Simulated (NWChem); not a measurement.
System: dichloromethane (CH₂Cl₂); SMILES ClCCl

```xyz
5

Cl     1.4943     0.0000     0.2120
C      0.0000     0.0000    -0.7637
Cl    -1.4943     0.0000     0.2120
H      0.0000     0.9097    -1.3902
H      0.0000    -0.9097    -1.3902
```
Atoms are numbered in this order, from 1.

Computed with NWChem. Pople sets run with spherical d functions. All runs use the structure optimised with PBE-D3(BJ)/def2-SVP. Level: M06-2X/6-31G* with SMD (1 M gas to 1 M solution), gas-phase geometry.

Task: What does the run give for solvent water? Quantities: solvation free energy (kcal/mol); cavity-dispersion-structure term (kcal/mol); dipole in solution (D).

Result: 
| Item | Result |
|---|---|
| solvation free energy (kcal/mol) | -2.3 |
| cavity-dispersion-structure term (kcal/mol) | 1.8 |
| dipole in solution (D) | 2.47 |
